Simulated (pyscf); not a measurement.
Thermochemistry of product channels of Cl–Sn:–Cl [singlet] + water (H₂O) on the singlet surface, in eV, from ωB97M-D3(BJ)/def2-TZVP energies (ideal gas, 1 atm, RRHO with modes under 100 cm⁻¹ raised to 100, one conformer, R ln 2 for chiral ones without a mode under 150 cm⁻¹). Optimised with ωB97X-D3(BJ)/def2-SVP in PySCF.

```
products                        ΔE  ΔH(298 K)  ΔG(600 K)  ΔG(900 K)
---------------------------  -----  ---------  ---------  ---------
O=Sn(Cl)–Cl + hydrogen (H₂)  +3.01      +2.79      +2.97      +3.02
HO–SnH(Cl)–Cl                +0.19      +0.13      +1.00      +1.40
```

These are energies of the channels, which say nothing of barriers. Elements past Kr carry the def2 core potentials, without spin-orbit coupling.
